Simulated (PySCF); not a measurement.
Start geometry of `CN1C=CN=N1` from GFN2-xTB (Å):
```
atom  x, y, z in Å
C1    -1.635    0.011    0.115
N2    -0.250   -0.199    0.016
C3     0.736    0.710   -0.061
C4     1.930   -0.051   -0.137
N5     1.528   -1.354   -0.120
N6     0.254   -1.417   -0.022
H7    -1.873    0.664    0.973
H8    -2.009    0.529   -0.799
H9    -2.143   -0.925    0.245
H10    0.584    1.766   -0.028
H11    2.914    0.239   -0.197
```

Question: What comes out of this run: PBE0-D3(BJ)/def2-SVP geometry optimisation, gas phase (PySCF 2.14.0)?

Answer: 
```
atom  x, y, z in Å
C1    -1.491   -0.004    0.729
N2    -0.218   -0.192    0.083
C3     0.741    0.721   -0.195
C4     1.711   -0.011   -0.845
N5     1.291   -1.297   -0.922
N6     0.133   -1.397   -0.365
H7    -1.364    0.533    1.679
H8    -2.183    0.556    0.082
H9    -1.905   -1.000    0.924
H10    0.659    1.768    0.084
H11    2.668    0.310   -1.250
```

The energy falls by 0.204 eV over 10 energy and gradient evaluations, the largest force component goes from 0.0942 to 2.7e-04 Eh/bohr, and the atoms move by 0.051 Å rms after alignment. The bond that changes most is C4–H11 (aromatic CH next to a ring nitrogen to aromatic hydrogen), which lengthens by 0.060 Å. Bonds longer at the end by more than 0.005 Å: 7 of 11; shorter: 4. Among the angles that change most is N2–C1–H9, from 110.2° to 107.2°. Rotational constants go from 9713, 3817, 2789 to 9542, 3801, 2767 MHz. The orientation of the end geometry is arbitrary; only internal coordinates are fixed.

The run used 109 basis functions and 74 SCF cycles in all. Time: 50 s wall; peak memory 0.46 GiB. Hardware: an Intel Xeon Platinum 8259CL at 2.50 GHz with one thread, no GPU, shared host with 96 logical CPUs at a one-minute load of 36.

Whether it is a minimum is left open (no frequencies).
